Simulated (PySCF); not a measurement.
Species: divinyl sulfide, C4H6S.
Atom-mapped SMILES: `[CH2:1]=[CH:2][S:3][CH:4]=[CH2:5]` (hydrogens: H6, H7 on C1; H8 on C2; H9 on C4; H10, H11 on C5)

Structure used (PBE0-D3(BJ)/def2-SVP), in Å, numbered top down from 1:
```xyz
11
C4H6S angstrom
C     -2.5724   -0.4627    0.3252
C     -1.2760   -0.1657    0.4468
S     -0.2262    0.1878   -0.9100
C      1.3478    0.2144   -0.1414
C      2.4954    0.4147   -0.7944
H     -3.1767   -0.6359    1.2179
H     -3.0674   -0.5361   -0.6469
H     -0.8009   -0.0983    1.4318
H      1.3354    0.0593    0.9430
H      3.4384    0.4299   -0.2445
H      2.5350    0.5678   -1.8763
```

Method: EOM-IP-CCSD/aug-cc-pVDZ in PySCF, restricted Hartree–Fock reference, 9 core orbitals frozen, non-relativistic, gas phase, PBE0-D3(BJ)/def2-SVP geometry.

The vertical ionisation energies are 8.02, 10.59, 11.42, 12.22, 12.74, 14.10, 14.36, 15.63 eV.

Question: Which Hartree–Fock orbital leads each hole, and what is its Koopmans value −ε?

Answer: 
```csv
leading hole (HF orbital),Koopmans (eV),EOM-IP-CCSD (eV),change (eV),one-hole share
HOMO,8.20,8.02,-0.18,0.96
HOMO-1,10.88,10.59,-0.29,0.94
HOMO-2,12.34,11.42,-0.92,0.95
HOMO-3,13.19,12.22,-0.97,0.91
HOMO-4,13.82,12.74,-1.08,0.95
HOMO-5,15.66,14.10,-1.56,0.95
HOMO-6,15.73,14.36,-1.37,0.93
HOMO-7,17.32,15.63,-1.69,0.94
```

Question: Does the order of the lines follow the orbital energies?

Answer: Yes, no two lines change places. The corrections run from -1.69 to -0.18 eV, with a mean of -1.01 eV over the 8 lines; no line lies above its Koopmans value. Koopmans values leave out both the relaxation of the orbitals and the change in correlation energy.

Question: At what kinetic energies would He I light (21.22 eV) eject these electrons?

Answer: 13.20 eV (HOMO), 10.63 eV (HOMO-1), 9.80 eV (HOMO-2), 9.00 eV (HOMO-3), 8.48 eV (HOMO-4), 7.12 eV (HOMO-5), 6.86 eV (HOMO-6), 5.59 eV (HOMO-7).

Question: What total energy has the lowest final state, and which wavelength reaches it?

Answer: E(CCSD) + ionisation energy = -553.20848 + 0.29481 = -552.91367 Eh, at the geometry of the initial state. The threshold wavelength is 1239.84 eV nm/8.02 eV = 154.6 nm.

One root was sought for each valence orbital with −ε under 21 eV, eight at most, so deeper holes and satellites are missing; no vibrational structure.

The run took 7.8 min wall on an Arm Neoverse V2 with one thread, shared host with 96 logical CPUs at a one-minute load of 48, and the process peaked at 3.1 GiB of memory.

One conformer stands for the species.
